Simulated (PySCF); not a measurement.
CH₃O, SMILES [CH2]O, multiplicity 2. Atoms are numbered in the order given.

```xyz
5

C     -0.6398     0.2295     0.1011
O      0.5984    -0.3200    -0.0623
H     -1.4477    -0.4706    -0.0414
H     -0.7726     1.2891    -0.0744
H      1.2722     0.3647     0.0076
```
Charge 0, spin multiplicity 2.

Geometry optimised at B3LYP-D3(BJ)/def2-TZVP. The isomer is the one that the SMILES or the coordinates give; other isomers of the formula were not compared.

Level of theory: PBE/pcH-1 run with PySCF.

Unrestricted Kohn–Sham, ⟨S²⟩ = 0.752. Hyperfine tensors hold the contact and dipolar terms, without spin-orbit corrections.

Question: Estimate the hyperfine couplings. (The exact figures need the calculation; the answer reports its results.)

Answer: 
```tsv
nucleus	A(iso) (MHz)	A(iso) (G)	dipolar principal values (MHz)
13C no. 1	120.1	42.8	-73.2, -73.1, 146.3
17O no. 2	-13.3	-4.7	-77.3, 37.5, 39.9
1H no. 3	-44.1	-15.7	-34.0, -1.0, 34.9
1H no. 4	-36.2	-12.9	-34.1, -0.5, 34.6
1H no. 5	-11.2	-4.0	-15.8, -9.5, 25.3
```

Question: And the g tensor (effective nuclear charges for spin-orbit coupling, GIAO)? (Estimate from the structure and the level; the computed values follow.)

Answer: principal values 2.0021, 2.0034, 2.0047; isotropic 2.0034.
